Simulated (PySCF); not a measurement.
Species: methyl propyl sulfide, C4H10S.
Atom-mapped SMILES: `[CH3:1][CH2:2][CH2:3][S:4][CH3:5]` (hydrogens: H6, H7, H8 on C1; H9, H10 on C2; H11, H12 on C3; H13, H14, H15 on C5)

Geometry (PBE0-D3(BJ)/def2-SVP, Å), atoms numbered from 1 in this order:
```
atom  x, y, z in Å
C1    -2.2178   -0.1905    0.0357
C2    -0.8124    0.3032   -0.2739
C3     0.0504    0.4202    0.9734
S4     1.7194    1.0707    0.7003
C5     2.4834   -0.3210   -0.1569
H6    -2.7389    0.4915    0.7267
H7    -2.8270   -0.2667   -0.8775
H8    -2.2000   -1.1862    0.5072
H9    -0.8500    1.2874   -0.7693
H10   -0.3309   -0.3807   -0.9931
H11   -0.4064    1.1245    1.6881
H12    0.1263   -0.5496    1.4961
H13    2.4405   -1.2377    0.4517
H14    2.0262   -0.5098   -1.1394
H15    3.5385   -0.0564   -0.3134
```

Method: core-valence-separated Tamm–Dancoff BHandHLYP/aug-pcX-1 (pcseg-1 on H, def2-SVPD on S) in PySCF, non-relativistic, gas phase, PBE0-D3(BJ)/def2-SVP geometry. No empirical shift is added; at this level the pattern usually sits a few eV under experiment.

The lowest roots of each edge with f over 0.003 (five at most, numbered afresh; weaker and dark ones are left out), with transition dipoles (au) in the frame of the coordinates:

```
root  edge  E (eV)       f       μx       μy       μz
   1     C  285.30  0.0080  -0.0311  -0.0123   0.0047
   2     C  285.66  0.0356  -0.0362   0.0544   0.0288
   3     C  285.69  0.0119   0.0069   0.0006  -0.0406
   4     C  285.75  0.0556  -0.0791  -0.0336   0.0238
   5     C  286.04  0.0286   0.0116  -0.0045   0.0627
```

Molecules are fixed in this frame and the field points along (1, 0, −1)/√2. What effective strengths 3 f cos²θ do the roots have (θ between field and μ)?

root 1 (C1): 0.013, root 2 (C5): 0.044, root 3 (C2): 0.024, root 4 (C3): 0.111, root 5 (C1): 0.027. Root 4 is the strongest. Averaged over all orientations cos²θ is 1/3, which gives f back.

Rough CPU time on one thread of a shared machine: about 24 s.

One conformer stands for the species.
